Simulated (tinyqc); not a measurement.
Inside a calculation. Method: Pariser-Parr-Pople SCF with singles CI, for the molecule C1=CC=C1 (SMILES; centres numbered as the heavy atoms are written). Computed by tinyqc, a small Python program that keeps every step. Settings: charge = 0, gamma = Ohno, start = huckel, damping = 0.3, iteration cap = 89, excitations kept = 6. Command: `OMP_NUM_THREADS=1 python tinyqc.py 29206 29207 out.jsonl` (the two numbers bound the seeds that draw the settings). One thread of a shared host (Intel(R) Xeon(R) Processor @ 2.60GHz), about 0.01 s of CPU time with the checks.

Centres (angstrom, eV; a flat drawing with bonds scaled to 1.40 angstrom):
```
centre,x,y,core charge z,W,gamma_rr
1C,0.9900,0.0000,1,11.4900,12.3100
2C,0.0000,0.9900,1,11.4900,12.3100
3C,-0.9900,0.0000,1,11.4900,12.3100
4C,0.0000,-0.9900,1,11.4900,12.3100
```

Resonance integrals (eV):
```
i,j,beta
1,2,-2.6100
2,3,-2.6100
3,4,-2.6100
4,1,-2.6100
```

Stop when output and input P, before any damping, agree to 1e-7.

Course of the cycle:
```
iteration,E (eV),largest |P(out) - P(in)|
1,-51.561488,3.71e-02
2,-51.601722,3.67e-02
3,-51.646826,3.69e-02
4,-51.692384,3.69e-02
5,-51.736098,3.68e-02
6,-51.776514,3.62e-02
7,-51.812735,3.49e-02
8,-51.844331,3.29e-02
9,-51.871257,3.06e-02
10,-51.893754,2.82e-02
11,-51.912242,2.56e-02
...,...,...
79,-51.982712,3.89e-06
80,-51.982712,3.42e-06
81,-51.982712,3.00e-06
82,-51.982712,2.63e-06
83,-51.982712,2.30e-06
84,-51.982712,2.02e-06
85,-51.982712,1.77e-06
86,-51.982712,1.55e-06
87,-51.982712,1.36e-06
88,-51.982712,1.20e-06
89,-51.982712,1.05e-06
```

Can the last value be used, and what does the course show?

Not by the stop rule, although the second column moves by less than 1e-07 over the last three steps. Not converged within 89 iterations: the residual falls steadily but slowly, by a factor of about 0.88 a step. Reruns (cap 100 unless said): damping 0.5: not converged; damping 0: converged in 74 (E = -51.98271); the original settings with a cap of 400: converged in 107 (E = -51.98271).
